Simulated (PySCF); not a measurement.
C₄H₄N₂.
Cartesian coordinates in Å at the PBE0-D3(BJ)/def2-SVP level; atoms count from 1:
```xyz
10
C4H4N2 angstrom
C      1.1019   -0.7493    0.0328
C      1.1661    0.6459    0.0140
N      0.0701    1.3972   -0.0240
C     -1.0907    0.7494   -0.0431
C     -1.1550   -0.6458   -0.0243
N     -0.0589   -1.3972    0.0137
H      2.0171   -1.3512    0.0641
H      2.1328    1.1618    0.0300
H     -2.0059    1.3513   -0.0739
H     -2.1216   -1.1618   -0.0407
```

The calculation used PySCF, PBE0-D3(BJ)/def2-SVP geometry optimisation, gas phase.

Take the most abundant isotopes and a rigid rotor. 

Task: Give the principal moments of inertia and the rotational constants in MHz.

Result: Ia = 78.60, Ib = 84.59, Ic = 163.19 u·Å²; 505379 MHz·u·Å²/I gives A = 6430, B = 5974, C = 3097 MHz.

Task: Classify the top.

Result: An asymmetric top; Ray's κ = 0.727.

Task: Is it planar, by Δ = Ic − Ia − Ib?

Result: Planar: Δ = Ic − Ia − Ib = 0.00 u·Å². For a rigid frame Δ = −2 Σ m c², so it vanishes when all atoms lie in the ab plane; here none is more than 0.01 Å from it.

Task: List the rotational levels J(Ka,Kc) to J = 4 (MHz).

Result: Above 0(0,0):
J = 1: 1(0,1) 9071, 1(1,1) 9527, 1(1,0) 12404
J = 2: 2(0,2) 24742, 2(1,2) 24792, 2(1,1) 33424, 2(2,1) 34791, 2(2,0) 37263
J = 3: 3(0,3) 46446, 3(1,3) 46449, 3(1,2) 61759, 3(2,2) 62005, 3(2,1) 69987, 3(3,1) 72717, 3(3,0) 74672
J = 4: 4(0,4) 74320, 4(1,4) 74320, 4(1,3) 95952, 4(2,3) 95976, 4(2,2) 110949, 4(3,2) 111661, 4(3,1) 118804, 4(4,1) 123336, 4(4,0) 124756

The point group D2h allows no dipole (computed: 0.00 D), so a rigid rotor has no electric-dipole lines.

PBE0-D3(BJ)/def2-SVP frequencies: not computed here. Zero-point vibration and centrifugal distortion are left out. Quadrupole hyperfine structure (14N) is left out.
